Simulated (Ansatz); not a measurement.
# CH6OSi: rigid scan of one bond length, by script

How does the energy of CH6OSi change as one bond is stretched? A script is to give a rigid scan of one bond length; the system is CH6OSi. SMILES: C[SiH2]O.

Program: Ansatz 0.2.0, driven from Python. Level of theory: Hartree-Fock/def2-SVP. These are calculated values, not measurements.

## Step 1: Starting point

Bond lengths: C1–Si2 1.779 Å, Si2–O3 1.637 Å, C1–H4 1.077 Å, C1–H5 1.117 Å, C1–H6 1.131 Å, Si2–H7 1.497 Å, Si2–H8 1.444 Å, O3–H9 1.000 Å. Angles: C1–Si2–O3 112.4°, C1–Si2–H7 110.5°, C1–Si2–H8 110.7°, O3–Si2–H7 108.3°, O3–Si2–H8 106.6°, H7–Si2–H8 108.3°, Si2–C1–H4 113.0°, Si2–C1–H5 114.6°, Si2–C1–H6 114.4°, H4–C1–H5 102.4°, H4–C1–H6 107.7°, H5–C1–H6 103.8°, Si2–O3–H9 120.2°.

The script holds or builds the structure itself.

## Step 2: Script

The input, scan_ch6osi.py:

```python
"""Stretching a bond of CH6OSi, the rest held rigid."""

import ansatz
import numpy as np

GEOMETRY = """
C    -0.74130    0.58600   -0.58740
Si    0.49060   -0.56390   -0.01830
O     1.25660   -0.03940    1.32950
H    -1.23260    0.26310   -1.48980
H    -0.34250    1.58880   -0.87740
H    -1.54320    0.82530    0.17300
H     1.51830   -0.79950   -1.08100
H    -0.11270   -1.83160    0.31840
H     0.79530   -0.07510    2.21600
"""

molecule = ansatz.Crystal.molecule()
for line in GEOMETRY.strip().splitlines():
    symbol, *xyz = line.split()
    molecule = molecule.atom(symbol, [float(v) for v in xyz])

symbols = [site.symbol for site in molecule.cartesian_sites]
start = np.array([site.position_ang for site in molecule.cartesian_sites])
axis = (start[3] - start[0]) / np.linalg.norm(start[3] - start[0])
moving = [3]
lengths, energies = [0.948, 0.991, 1.034, 1.077, 1.12, 1.163, 1.206, 1.271], []
for length in lengths:
    xyz = start.copy()
    xyz[moving] += (length - np.linalg.norm(start[3] - start[0])) * axis
    point = ansatz.Crystal.molecule()
    for symbol, place in zip(symbols, xyz):
        point = point.atom(symbol, place.tolist())
    job = point.calculation().basis(gaussian="def2-SVP").functional("hf")
    rep = job.run(threads=1, pin="off").report
    energies.append(rep["free_energy_ev"])
    print(f"r = {length:6.3f} A  E = {energies[-1]:.5f} eV  <S^2> = {abs(rep['mean_field']['state']['spin_squared']):.3f}")

# quartic fit about the minimum
fit = np.polynomial.Polynomial.fit(lengths, np.array(energies) - min(energies), 4).convert()
roots = [r.real for r in fit.deriv().roots() if abs(r.imag) < 1e-9 and fit.deriv(2)(r.real) > 0]
r_e = min(roots, key=lambda r: abs(r - lengths[int(np.argmin(energies))]))
print(f"minimum of the fit at {r_e:.4f} A, force constant {fit.deriv(2)(r_e):.2f} eV/A^2")
```

## Step 3: What the engine is handed

The engine receives this input (first run):

```yaml
crystal:
  periodic: [false, false, false]
  atoms:
    - { symbol: C, position_ang: [-0.7413, 0.586, -0.5874] }
    - { symbol: Si, position_ang: [0.4906, -0.5639, -0.0183] }
    - { symbol: O, position_ang: [1.2566, -0.0394, 1.3295] }
    - { symbol: H, position_ang: [-1.1737466108462487, 0.3017805604676294, -1.3817004714586907] }
    - { symbol: H, position_ang: [-0.3425, 1.5888, -0.8774] }
    - { symbol: H, position_ang: [-1.5432, 0.8253, 0.173] }
    - { symbol: H, position_ang: [1.5183, -0.7995, -1.081] }
    - { symbol: H, position_ang: [-0.1127, -1.8316, 0.3184] }
    - { symbol: H, position_ang: [0.7953, -0.0751, 2.216] }
basis:
  gaussian:
    orbitals: def2-SVP
hamiltonian:
  xc: hf
```

## Step 4: The run

Run with:

```sh
python scan_ch6osi.py
```

Without the output at hand: what should come out? Wanted: range of energy; lowest point, distance.

The runs gave:

```
                        quantity     value
bond length at the fit's minimum  1.0946 Å
                   runs compared         8
                 range of energy  0.505 eV
      lowest point, distance (Å)      1.08
```

The curve has its lowest point inside the range, at 1.08. The ends stand 0.505 and 0.396 eV above it. The distance scanned is the script's pair 0, 3. The rest of the molecule is held rigid at a force-field or estimated start geometry, and the basis set is modest; single-reference methods fail as a bond breaks. The orbitals are restricted, so S² is zero by construction.
